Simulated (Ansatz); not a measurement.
## Ansatz (development build ahead of 0.2.0) run

```yaml
crystal:
  periodic: [false, false, false]
  atoms:
    - { symbol: O, position_ang: [-0.00707, 0.02776, 0.13154] }
    - { symbol: H, position_ang: [0.0112, 0.75394, -0.48576] }
    - { symbol: H, position_ang: [0.01149, -0.74285, -0.49869] }
basis:
  gaussian: { orbitals: aug-cc-pVTZ }
hamiltonian:
  xc: hf
correlation:
  method: mp2
  frozen_orbitals: { H: 0, O: 1 }
```

The input is written out in the form of the current development build from the run's settings.

The run gave:

```yaml
Converged: yes
Reference_energy: -76.05970 hartree
Correlation_energy: -0.26910 hartree
Total_energy: -76.32880 hartree
Spin_squared_of_the_determinant: 0.000
```
